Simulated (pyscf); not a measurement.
Thermochemistry of product channels of `[Br][SiH2][Br]` + `[NH3]` on the singlet surface, in kcal/mol, from ωB97M-D3(BJ)/def2-TZVP energies (ideal gas, 1 atm, RRHO with modes under 100 cm⁻¹ raised to 100, one conformer, R ln 2 for chiral ones without a mode under 150 cm⁻¹). PySCF, gas phase, ωB97X-D3(BJ)/def2-SVP geometries.

```json
[
 {"products": "`[BrH]` + `[NH2][SiH2][Br]`", "ΔE": "?", "ΔH(298 K)": "+4.1", "ΔG(298 K)": "+3.9", "ΔG(1200 K)": "?"},
 {"products": "`[NH2][SiH]([Br])[Br]` + `[H][H]`", "ΔE": "-11.0", "ΔH(298 K)": "-14.3", "ΔG(298 K)": "-12.9", "ΔG(1200 K)": "-12.1"}
]
```

Some entries are withheld; supply them.


- `[BrH]` + `[NH2][SiH2][Br]`, ΔE: +6.1
- `[BrH]` + `[NH2][SiH2][Br]`, ΔG(1200 K): +2.2

These are energies of the channels, which say nothing of barriers. Elements up to Kr have no core potential and no relativistic terms here.
